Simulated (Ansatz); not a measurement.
# AlSiH5: single points with varied inputs

How do the results and run time of AlSiH5 respond when the settings are drawn wide?

Program: Ansatz 0.2.0, Gaussian basis. Level of theory: the settings change from run to run. These are calculated values, not measurements.

**1. The geometry**

The geometry comes from an earlier relaxation with PBE0-D4 in a triple-zeta def2 set; it is a stationary point, not always the lowest conformer.

7 atoms, charge 0, spin multiplicity 1.

Atoms are counted from 1 here; the program's logs count them from 0.

Bond lengths: Al1–Si2 2.457 Å, Al1–H3 1.589 Å, Al1–H4 1.589 Å, Si2–H5 1.492 Å, Si2–H6 1.492 Å, Si2–H7 1.490 Å. Angles: Si2–Al1–H3 121.5°, Si2–Al1–H4 119.5°, H3–Al1–H4 118.9°, Al1–Si2–H5 110.6°, Al1–Si2–H6 110.7°, Al1–Si2–H7 113.4°, H5–Si2–H6 106.8°, H5–Si2–H7 107.5°, H6–Si2–H7 107.5°.

**2. B2PLYP/def2-mTZVP**

This run has unrestricted orbitals, high accuracy.

Contents of in.yaml:

```yaml
crystal:
  periodic: [false, false, false]
  atoms:
    - {symbol: Al, position_ang: [-0.333187, -1.372678, 0.083546]}
    - {symbol: Si, position_ang: [0.285410, 1.000263, -0.064778]}
    - {symbol: H, position_ang: [0.695405, -2.468676, 0.597521]}
    - {symbol: H, position_ang: [-1.793709, -1.829919, -0.343694]}
    - {symbol: H, position_ang: [0.135835, 1.494835, -1.464906]}
    - {symbol: H, position_ang: [-0.614899, 1.833144, 0.785503]}
    - {symbol: H, position_ang: [1.686345, 1.274932, 0.361209]}
basis:
  gaussian: {orbitals: def2-mTZVP}
magnetization: {spin_polarized: true, initial_magnetization: 0}
hamiltonian: {xc: {name: B2PLYP}}
accuracy: high
output: {forces: true}
```

Command:

```bash
$ ansatz run in.yaml --threads 2 --pin off --events-out ev --progress --plain --max-ram 32768MiB --backend cpu
```

What it wrote, cut to the lines that bear on the results:

```text
Functional definition: B2PLYP
  name "B2PLYP"
  cite "Grimme, J. Chem. Phys. 124, 034108 (2006) doi:10.1063/1.2148954"
  cite "Becke, Phys. Rev. A 38, 3098 (1988) doi:10.1103/PhysRevA.38.3098"
  cite "Lee, Yang & Parr, Phys. Rev. B 37, 785 (1988) doi:10.1103/PhysRevB.37.785"
[...]
1199 factors; integrals over basis functions are off by at most 3.9e-9 eV
[...]
mean field -14546.44444111 eV, -534.5719732766 hartree, gradient 8.5e-8 eV, S^2 0.000000; 0 other end points of the search recorded, 0 dependent functions left out
10 core orbitals not correlated: weight in the atoms' cores, before any rotation towards them, 1.000 or more for the frozen orbitals, at most 0.000 for the correlated occupied ones
reference -14546.44446905 eV, -534.5719743035 hartree; 6, 6 occupied and 43, 43 virtual orbitals, 1199 factors
second order -4.47375895 eV of doubles, -0.00000000 eV of singles
[...]
Total energy: -14547.65238397 eV, -534.6163643579 hartree
Atom 0 at    -0.333187    -1.372678     0.083546 Å, force     0.001686    -0.037070     0.005615 eV/Å
Atom 1 at     0.285410     1.000263    -0.064778 Å, force    -0.001439     0.081218    -0.014560 eV/Å
Atom 2 at     0.695405    -2.468676     0.597521 Å, force    -0.039807     0.027552    -0.017203 eV/Å
Atom 3 at    -1.793709    -1.829919    -0.343694 Å, force     0.049486     0.009646     0.015932 eV/Å
Atom 4 at     0.135835     1.494835    -1.464906 Å, force     0.020208    -0.020754     0.095962 eV/Å
Atom 5 at    -0.614899     1.833144     0.785503 Å, force     0.070127    -0.044544    -0.055117 eV/Å
Atom 6 at     1.686345     1.274932     0.361209 Å, force    -0.100261    -0.016049    -0.030630 eV/Å
Dipole moment:    -0.012527    -0.075876     0.007835 e Å
```

It took 11 s on 2 threads, shared host.

Largest force 0.106 eV/Å, dipole 0.37 D, ⟨S²⟩ 0.000.

**3. revPBE/def2-TZVPP**

Set apart from the defaults: charge -1, multiplicity 2, D3(BJ) with three-body dispersion, high accuracy.

Edit in.yaml of step 2 so:

```diff
@@ -11,5 +11,6 @@
 basis:
-  gaussian: {orbitals: def2-mTZVP}
-magnetization: {spin_polarized: true, initial_magnetization: 0}
-hamiltonian: {xc: {name: B2PLYP}}
+  gaussian: {orbitals: def2-TZVPP}
+total_charge: -1
+magnetization: {spin_polarized: true, initial_magnetization: 1}
+hamiltonian: {xc: {name: revPBE}, dispersion: d3bjatm}
 accuracy: high
```

The command is unchanged.

What it wrote, cut to the lines that bear on the results:

```text
Functional definition: revPBE
  name "revPBE"
  cite "Zhang & Yang, Phys. Rev. Lett. 80, 890 (1998) doi:10.1103/PhysRevLett.80.890"
  cite "Perdew, Burke & Ernzerhof, Phys. Rev. Lett. 77, 3865 (1996) doi:10.1103/PhysRevLett.77.3865"
[...]
2609 factors; integrals over basis functions are off by at most 3.9e-9 eV
[...]
mean field -14553.08227062 eV, -534.8159090119 hartree, gradient 3.9e-8 eV, S^2 0.755938; 0 other end points of the search recorded, 0 dependent functions left out
[...]
reference -14553.08227561 eV, -534.8159091952 hartree; 17, 16 occupied and 137, 138 virtual orbitals, 2609 factors
Total energy: -14553.32718961 eV, -534.8249096188 hartree
Atom 0 at    -0.333187    -1.372678     0.083546 Å, force     0.212369     0.246896     0.034058 eV/Å
Atom 1 at     0.285410     1.000263    -0.064778 Å, force    -0.368066    -1.225265     0.058931 eV/Å
Atom 2 at     0.695405    -2.468676     0.597521 Å, force     0.295444    -0.298561     0.145494 eV/Å
Atom 3 at    -1.793709    -1.829919    -0.343694 Å, force    -0.422673    -0.101382    -0.128302 eV/Å
Atom 4 at     0.135835     1.494835    -1.464906 Å, force     0.036176     0.527867    -0.269447 eV/Å
Atom 5 at    -0.614899     1.833144     0.785503 Å, force    -0.082258     0.582701     0.088708 eV/Å
Atom 6 at     1.686345     1.274932     0.361209 Å, force     0.329007     0.267744     0.070557 eV/Å
Dipole moment:     0.169676     0.682187    -0.045135 e Å
```

Wall time 11 s (2 threads, shared host); peak memory 0.55 GiB.

Largest force 1.281 eV/Å, ⟨S²⟩ 0.756.

**4. B3LYP5/def2-SVP**

Set apart from the defaults: a grid of angular degree 47, relativity set to none, the search for lower states set to light.

Edit in.yaml of step 3 so:

```diff
@@ -11,7 +11,4 @@
 basis:
-  gaussian: {orbitals: def2-TZVPP}
-total_charge: -1
-magnetization: {spin_polarized: true, initial_magnetization: 1}
-hamiltonian: {xc: {name: revPBE}, dispersion: d3bjatm}
-accuracy: high
-output: {forces: true}
+  gaussian: {orbitals: def2-SVP, final_grid: {core_spheres: 20, valence_spheres: 16, degree: 47}}
+hamiltonian: {xc: {name: B3LYP5}, pseudopotentials: {relativity: none}}
+scf: {lower_state_search: light}
```

The command is unchanged.

What it wrote, cut to the lines that bear on the results:

```text
Functional definition: B3LYP5
  name "B3LYP5"
  cite "Stephens, Devlin, Chabalowski & Frisch, J. Phys. Chem. 98, 11623 (1994) doi:10.1021/j100096a001"
  cite "Becke, Phys. Rev. A 38, 3098 (1988) doi:10.1103/PhysRevA.38.3098"
  cite "Lee, Yang & Parr, Phys. Rev. B 37, 785 (1988) doi:10.1103/PhysRevB.37.785"
  cite "Vosko, Wilk & Nusair, Can. J. Phys. 58, 1200 (1980) doi:10.1139/p80-159"
[...]
584 factors; integrals over basis functions are off by at most 1.1e-3 eV
[...]
mean field -14548.55574425 eV, -534.6495622358 hartree, gradient 3.2e-5 eV, S^2 0.000000; 0 other end points of the search recorded, 0 dependent functions left out
reference -14548.55600245 eV, -534.6495717246 hartree; 16, 16 occupied and 45, 45 virtual orbitals, 584 factors
Total energy: -14548.55600245 eV, -534.6495717246 hartree
```

Run time: 1.3 s. Hardware: 2 threads, shared host.

**5. wPBEh/6-31G**

This run has multiplicity 3.

Edit in.yaml of step 4 so:

```diff
@@ -11,4 +11,4 @@
 basis:
-  gaussian: {orbitals: def2-SVP, final_grid: {core_spheres: 20, valence_spheres: 16, degree: 47}}
-hamiltonian: {xc: {name: B3LYP5}, pseudopotentials: {relativity: none}}
-scf: {lower_state_search: light}
+  gaussian: {orbitals: 6-31G}
+magnetization: {spin_polarized: true, initial_magnetization: 2}
+hamiltonian: {xc: {name: wPBEh}}
```

The command is unchanged.

What it wrote, cut to the lines that bear on the results:

```text
Functional definition: wPBEh
  name "wPBEh"
  cite "Heyd, Scuseria & Ernzerhof, J. Chem. Phys. 118, 8207 (2003) doi:10.1063/1.1564060"
  cite "Krukau, Vydrov, Izmaylov & Scuseria, J. Chem. Phys. 125, 224106 (2006) doi:10.1063/1.2404663"
  cite "Heyd & Scuseria, J. Chem. Phys. 120, 7274 (2004) doi:10.1063/1.1668634"
  cite "Ernzerhof & Perdew, J. Chem. Phys. 109, 3313 (1998) doi:10.1063/1.476928"
  cite "Perdew, Burke & Ernzerhof, Phys. Rev. Lett. 77, 3865 (1996) doi:10.1103/PhysRevLett.77.3865"
  parent pbe
[...]
438 factors; integrals over basis functions are off by at most 1.8e-4 eV
96 factors; integrals over basis functions are off by at most 8.8e-7 eV
[...]
mean field -14543.45567939 eV, -534.4621383091 hartree, gradient 2.3e-5 eV, S^2 2.001478; 3 other end points of the search recorded, 0 dependent functions left out
reference -14543.45573132 eV, -534.4621402175 hartree; 17, 15 occupied and 19, 21 virtual orbitals, 438 factors
Total energy: -14543.45573132 eV, -534.4621402175 hartree
```

Wall time 2.6 s (2 threads, shared host).

⟨S²⟩ 2.001.

**6. r2SCAN50/def2-SVPD**

This run has coordinates scaled by 0.96.

Contents of in.yaml:

```yaml
crystal:
  periodic: [false, false, false]
  atoms:
    - {symbol: Al, position_ang: [-0.319859, -1.317771, 0.080204]}
    - {symbol: Si, position_ang: [0.273993, 0.960253, -0.062187]}
    - {symbol: H, position_ang: [0.667589, -2.369929, 0.573620]}
    - {symbol: H, position_ang: [-1.721960, -1.756722, -0.329947]}
    - {symbol: H, position_ang: [0.130402, 1.435042, -1.406310]}
    - {symbol: H, position_ang: [-0.590303, 1.759818, 0.754083]}
    - {symbol: H, position_ang: [1.618891, 1.223934, 0.346760]}
basis:
  gaussian: {orbitals: def2-SVPD}
hamiltonian: {xc: {name: r2SCAN50}}
output: {forces: true}
```

Launched as before.

What it wrote, cut to the lines that bear on the results:

```text
Functional definition: r2SCAN50
  name "r2SCAN50"
  cite "Bursch, Neugebauer, Ehlert & Grimme, J. Chem. Phys. 156, 134105 (2022) doi:10.1063/5.0086040"
  cite "Furness, Kaplan, Ning, Perdew & Sun, J. Phys. Chem. Lett. 11, 8208 (2020) doi:10.1021/acs.jpclett.0c02405"
  cite "Furness, Kaplan, Ning, Perdew & Sun, J. Phys. Chem. Lett. 11, 9248 (2020) doi:10.1021/acs.jpclett.0c03077"
  parent r2scan
[...]
837 factors; integrals over basis functions are off by at most 9.5e-4 eV
[...]
mean field -14548.47863241 eV, -534.6467284282 hartree, gradient 6.9e-6 eV, S^2 0.000000; 0 other end points of the search recorded, 0 dependent functions left out
[...]
reference -14548.47864167 eV, -534.6467287684 hartree; 16, 16 occupied and 72, 72 virtual orbitals, 837 factors
Total energy: -14548.47864167 eV, -534.6467287684 hartree
Atom 0 at    -0.319859    -1.317771     0.080204 Å, force    -0.001957    -0.094164     0.013767 eV/Å
Atom 1 at     0.273993     0.960253    -0.062187 Å, force    -0.016390    -0.270494     0.034062 eV/Å
Atom 2 at     0.667589    -2.369929     0.573620 Å, force     0.568153    -0.627460     0.287671 eV/Å
Atom 3 at    -1.721960    -1.756722    -0.329947 Å, force    -0.821088    -0.262720    -0.238715 eV/Å
Atom 4 at     0.130402     1.435042    -1.406310 Å, force    -0.125650     0.385838    -1.119881 eV/Å
Atom 5 at    -0.590303     1.759818     0.754083 Å, force    -0.726661     0.655335     0.679995 eV/Å
Atom 6 at     1.618891     1.223934     0.346760 Å, force     1.123593     0.213665     0.343101 eV/Å
Dipole moment:     0.000555    -0.033286     0.005663 e Å
```

Run time: 3.3 s. Hardware: 2 threads, shared host.

Largest force 1.194 eV/Å, dipole 0.16 D.

**7. SVWN5/def2-TZVPP**

Set apart from the defaults: a grid of angular degree 47, high accuracy.

Contents of in.yaml:

```yaml
crystal:
  periodic: [false, false, false]
  atoms:
    - {symbol: Al, position_ang: [-0.333187, -1.372678, 0.083546]}
    - {symbol: Si, position_ang: [0.285410, 1.000263, -0.064778]}
    - {symbol: H, position_ang: [0.695405, -2.468676, 0.597521]}
    - {symbol: H, position_ang: [-1.793709, -1.829919, -0.343694]}
    - {symbol: H, position_ang: [0.135835, 1.494835, -1.464906]}
    - {symbol: H, position_ang: [-0.614899, 1.833144, 0.785503]}
    - {symbol: H, position_ang: [1.686345, 1.274932, 0.361209]}
basis:
  gaussian: {orbitals: def2-TZVPP, final_grid: {core_spheres: 20, valence_spheres: 16, degree: 47}}
hamiltonian: {xc: {name: SVWN5}}
accuracy: high
```

Same command.

What it wrote:

```text
Functional definition: SVWN5
  name "SVWN5"
  cite "Dirac, Proc. Camb. Phil. Soc. 26, 376 (1930) doi:10.1017/S0305004100016108"
  cite "Slater, Phys. Rev. 81, 385 (1951) doi:10.1103/PhysRev.81.385"
  cite "Vosko, Wilk & Nusair, Can. J. Phys. 58, 1200 (1980) doi:10.1139/p80-159"
  exchange = slater_x
  correlation = vwn5_c
2609 factors; integrals over basis functions are off by at most 3.9e-9 eV
mean field evaluation 1: about -14492.0752 eV, gradient 2.1e1 eV
mean field evaluation 2: about -14492.8954 eV, gradient 1.7e1 eV
mean field evaluation 4: about -14493.9400 eV, gradient 3.3e-1 eV
mean field evaluation 8: about -14493.9343 eV, gradient 3.8e-2 eV
mean field evaluation 16: about -14493.9343 eV, gradient 1.8e-6 eV
mean field -14493.93430032 eV, -532.6422611952 hartree, gradient 4.1e-8 eV, S^2 0.000000; 0 other end points of the search recorded, 0 dependent functions left out
reference -14493.93430435 eV, -532.6422613432 hartree; 16, 16 occupied and 138, 138 virtual orbitals, 2609 factors
Total energy: -14493.93430435 eV, -532.6422613432 hartree
```

Run time: 5.5 s. Hardware: 2 threads, shared host; peak memory 0.49 GiB.

**8. RPBE/6-31G**

Options: unrestricted orbitals, atoms shaken by 0.08 Å, D3(BJ) with three-body dispersion.

Contents of in.yaml:

```yaml
crystal:
  periodic: [false, false, false]
  atoms:
    - {symbol: Al, position_ang: [-0.287568, -1.446835, 0.124371]}
    - {symbol: Si, position_ang: [0.198027, 0.940192, -0.065450]}
    - {symbol: H, position_ang: [0.711813, -2.521980, 0.648259]}
    - {symbol: H, position_ang: [-1.825379, -1.892744, -0.392665]}
    - {symbol: H, position_ang: [0.290575, 1.558527, -1.486292]}
    - {symbol: H, position_ang: [-0.573409, 1.766553, 0.692081]}
    - {symbol: H, position_ang: [1.727428, 1.303870, 0.197664]}
basis:
  gaussian: {orbitals: 6-31G}
magnetization: {spin_polarized: true, initial_magnetization: 0}
hamiltonian: {xc: {name: RPBE}, dispersion: d3bjatm}
output: {forces: true}
```

The command is unchanged.

What it wrote, cut to the lines that bear on the results:

```text
Functional definition: RPBE
  name "RPBE"
  cite "Hammer, Hansen & Nørskov, Phys. Rev. B 59, 7413 (1999) doi:10.1103/PhysRevB.59.7413"
  cite "Perdew, Burke & Ernzerhof, Phys. Rev. Lett. 77, 3865 (1996) doi:10.1103/PhysRevLett.77.3865"
[...]
438 factors; integrals over basis functions are off by at most 1.9e-4 eV
[...]
mean field -14551.50656880 eV, -534.7580030378 hartree, gradient 7.6e-5 eV, S^2 0.000000; 0 other end points of the search recorded, 0 dependent functions left out
[...]
reference -14551.50661312 eV, -534.7580046666 hartree; 16, 16 occupied and 20, 20 virtual orbitals, 438 factors
Total energy: -14552.27562522 eV, -534.7862653401 hartree
Atom 0 at    -0.287568    -1.446835     0.124371 Å, force    -1.202293     0.466762    -0.650410 eV/Å
Atom 1 at     0.198027     0.940192    -0.065450 Å, force     3.547825    -1.367719    -2.401262 eV/Å
Atom 2 at     0.711813    -2.521980     0.648259 Å, force     0.544564    -0.549529     0.298147 eV/Å
Atom 3 at    -1.825379    -1.892744    -0.392665 Å, force     0.530149     0.052903     0.227458 eV/Å
Atom 4 at     0.290575     1.558527    -1.486292 Å, force    -0.568823    -0.389287     0.151015 eV/Å
Atom 5 at    -0.573409     1.766553     0.692081 Å, force    -2.044488     2.143909     2.008429 eV/Å
Atom 6 at     1.727428     1.303870     0.197664 Å, force    -0.806934    -0.357041     0.366623 eV/Å
Dipole moment:    -0.050499    -0.119133     0.089506 e Å
```

Wall time 1.2 s (2 threads, shared host).

Largest force 4.497 eV/Å, dipole 0.76 D, ⟨S²⟩ 0.000.

**9. RPBE/def2-SVP**

Options: high accuracy.

Contents of in.yaml:

```yaml
crystal:
  periodic: [false, false, false]
  atoms:
    - {symbol: Al, position_ang: [-0.333187, -1.372678, 0.083546]}
    - {symbol: Si, position_ang: [0.285410, 1.000263, -0.064778]}
    - {symbol: H, position_ang: [0.695405, -2.468676, 0.597521]}
    - {symbol: H, position_ang: [-1.793709, -1.829919, -0.343694]}
    - {symbol: H, position_ang: [0.135835, 1.494835, -1.464906]}
    - {symbol: H, position_ang: [-0.614899, 1.833144, 0.785503]}
    - {symbol: H, position_ang: [1.686345, 1.274932, 0.361209]}
basis:
  gaussian: {orbitals: def2-SVP}
hamiltonian: {xc: {name: RPBE}}
accuracy: high
output: {forces: true}
```

Launched as before.

What it wrote, cut to the lines that bear on the results:

```text
Functional definition: RPBE
  name "RPBE"
  cite "Hammer, Hansen & Nørskov, Phys. Rev. B 59, 7413 (1999) doi:10.1103/PhysRevB.59.7413"
  cite "Perdew, Burke & Ernzerhof, Phys. Rev. Lett. 77, 3865 (1996) doi:10.1103/PhysRevLett.77.3865"
[...]
1259 factors; integrals over basis functions are off by at most 9.1e-9 eV
[...]
mean field -14549.21862425 eV, -534.6739226266 hartree, gradient 1.1e-8 eV, S^2 0.000000; 0 other end points of the search recorded, 0 dependent functions left out
[...]
reference -14549.21862809 eV, -534.6739227676 hartree; 16, 16 occupied and 45, 45 virtual orbitals, 1259 factors
Total energy: -14549.21862809 eV, -534.6739227676 hartree
Atom 0 at    -0.333187    -1.372678     0.083546 Å, force     0.020902     0.057341    -0.001708 eV/Å
Atom 1 at     0.285410     1.000263    -0.064778 Å, force    -0.026454    -0.201812     0.019885 eV/Å
Atom 2 at     0.695405    -2.468676     0.597521 Å, force     0.151933    -0.173022     0.077962 eV/Å
Atom 3 at    -1.793709    -1.829919    -0.343694 Å, force    -0.222141    -0.074335    -0.063749 eV/Å
Atom 4 at     0.135835     1.494835    -1.464906 Å, force    -0.038231     0.122435    -0.331876 eV/Å
Atom 5 at    -0.614899     1.833144     0.785503 Å, force    -0.215884     0.201318     0.199281 eV/Å
Atom 6 at     1.686345     1.274932     0.361209 Å, force     0.329875     0.068075     0.100207 eV/Å
Dipole moment:    -0.009550    -0.055228     0.005592 e Å
```

It took 2.6 s on 2 threads, shared host.

Largest force 0.356 eV/Å, dipole 0.27 D.

**10. PBE/def2-SVP**

Options: multiplicity 3, D3(BJ) with three-body dispersion.

Edit in.yaml of step 9 so:

```diff
@@ -12,4 +12,4 @@
   gaussian: {orbitals: def2-SVP}
-hamiltonian: {xc: {name: RPBE}}
-accuracy: high
+magnetization: {spin_polarized: true, initial_magnetization: 2}
+hamiltonian: {xc: {name: PBE}, dispersion: d3bjatm}
 output: {forces: true}
```

The command is unchanged.

What it wrote, cut to the lines that bear on the results:

```text
Functional definition: PBE
  name "PBE"
  cite "Perdew, Burke & Ernzerhof, Phys. Rev. Lett. 77, 3865 (1996) doi:10.1103/PhysRevLett.77.3865"
  parent pbe
[...]
679 factors; their error is unknown
[...]
mean field -14538.73981254 eV, -534.2888333990 hartree, gradient 8.8e-6 eV, S^2 2.002617; 4 other end points of the search recorded, 0 dependent functions left out
[...]
reference -14538.73985203 eV, -534.2888348503 hartree; 17, 15 occupied and 44, 46 virtual orbitals, 679 factors
Total energy: -14538.84264148 eV, -534.2926122929 hartree
Atom 0 at    -0.333187    -1.372678     0.083546 Å, force    -0.180237    -1.198759     0.118127 eV/Å
Atom 1 at     0.285410     1.000263    -0.064778 Å, force     0.192100     0.933890    -0.078525 eV/Å
Atom 2 at     0.695405    -2.468676     0.597521 Å, force     0.606713     0.214812     0.173902 eV/Å
Atom 3 at    -1.793709    -1.829919    -0.343694 Å, force    -0.419537     0.487492    -0.216007 eV/Å
Atom 4 at     0.135835     1.494835    -1.464906 Å, force    -0.141719    -0.065554    -0.406840 eV/Å
Atom 5 at    -0.614899     1.833144     0.785503 Å, force    -0.358442     0.034940     0.246657 eV/Å
Atom 6 at     1.686345     1.274932     0.361209 Å, force     0.301122    -0.406820     0.162687 eV/Å
Dipole moment:     0.123775     0.473219    -0.029220 e Å
```

It took 2.7 s on 2 threads, shared host.

Largest force 1.218 eV/Å, dipole 2.35 D, ⟨S²⟩ 2.003.

**11. All runs side by side**

| level | charge | multiplicity | geometry | functions | energy (eV) | time |
| --- | --- | --- | --- | --- | --- | --- |
| B2PLYP/def2-mTZVP | 0 | 1 | relaxed | 59 | -14547.652 | 11 s |
| revPBE/def2-TZVPP | -1 | 2 | relaxed | 154 | -14553.327 | 11 s |
| B3LYP5/def2-SVP | 0 | 1 | relaxed | 61 | -14548.556 | 1.3 s |
| wPBEh/6-31G | 0 | 3 | relaxed | 36 | -14543.456 | 2.6 s |
| r2SCAN50/def2-SVPD | 0 | 1 | scaled | 88 | -14548.479 | 3.3 s |
| SVWN5/def2-TZVPP | 0 | 1 | relaxed | 154 | -14493.934 | 5.5 s |
| RPBE/6-31G | 0 | 1 | shaken | 36 | -14552.276 | 1.2 s |
| RPBE/def2-SVP | 0 | 1 | relaxed | 61 | -14549.219 | 2.6 s |
| PBE/def2-SVP | 0 | 3 | relaxed | 61 | -14538.843 | 2.7 s |

**12. Outcome**

| quantity | value |
| --- | --- |
| runs | 9 |
| quickest | RPBE/6-31G, 1.2 s |
| slowest | B2PLYP/def2-mTZVP, 11 s |
| spread of total energies, same state and geometry | 55.3 eV |
| dipole, same state and geometry | 0.27 to 0.37 D |

B2PLYP/def2-mTZVP took 10 times as long as RPBE/6-31G. The jobs differ in tasks and options as well as level. Total energies at one charge and spin differ by 55 eV between levels, so only differences within one level mean anything. At the PBE0-D4/def2-TZVP geometry and in the same state, runs without warnings or point charges leave forces up to 0.36 eV/Å (RPBE/def2-SVP), against 4.5 eV/Å where the atoms were moved.
